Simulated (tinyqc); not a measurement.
Inside a calculation. Method: geometry optimisation on the UHF/sto-6g surface (energies and gradients from PySCF), for CH, spin multiplicity 4. One step of it, computed by the program tinyqc.

Problem. Step 2: move. Quasi-Newton step p = -H^(-1) g (the inverse Hessian comes from BFGS updates; coordinates in the order x, y, z of each atom); steps longer than 0.1 bohr are cut back.

positions after step 1 (bohr):
```
           x         y         z
1C  0.000000  0.000000  0.049066
2H  0.000000  0.000000  2.095773
```

gradient (hartree/bohr):
```
             x           y            z
1C  0.00000000  0.00000000  -0.00919206
2H  0.00000000  0.00000000   0.00919206
```

inverse Hessian in use (bohr^2/hartree):
```
          1         2          3         4         5          6
1  1.000000  0.000000   0.000000  0.000000  0.000000   0.000000
2  0.000000  1.000000   0.000000  0.000000  0.000000   0.000000
3  0.000000  0.000000   1.115265  0.000000  0.000000  -0.115265
4  0.000000  0.000000   0.000000  1.000000  0.000000   0.000000
5  0.000000  0.000000   0.000000  0.000000  1.000000   0.000000
6  0.000000  0.000000  -0.115265  0.000000  0.000000   1.115265
```

Give: positions after step 2.

Solution.

positions after step 2 (bohr):
```
        x      y      z
1C  0.000  0.000  0.060
2H  0.000  0.000  2.084
```
